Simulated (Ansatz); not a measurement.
Results of rVV10 (Ansatz, a program for electronic structure, plane waves, PAW) for zinc-blende MgS (metastable phase).

Numerical settings: plane-wave cutoff 520 eV, 10×10×10 k mesh, Fermi–Dirac smearing 0.01 eV, scalar-relativistic PAW data made under PBE.

On both sides of the equilibrium volume: at 22.495 Å³/atom the pressure is 1.20 GPa and the direct gap at Γ 3.344 eV; at 23.414 Å³/atom they are -1.08 GPa and 3.136 eV. The fitted bulk modulus is 56.7 GPa.

### Question
Work out the volume deformation potential of this gap and its pressure coefficient, in two ways.

### Answer
a_V = dE_g/d ln V = (3.136 − 3.344)/ln(23.414/22.495) = -5.19 eV. Since dP = −B d ln V, dE_g/dP = −a_V/B = 92 meV/GPa. Straight from the pressures: (3.344 − 3.136)/(1.20 − (-1.08)) = 91 meV/GPa. At this level and over this range the gap at Γ widens under pressure.
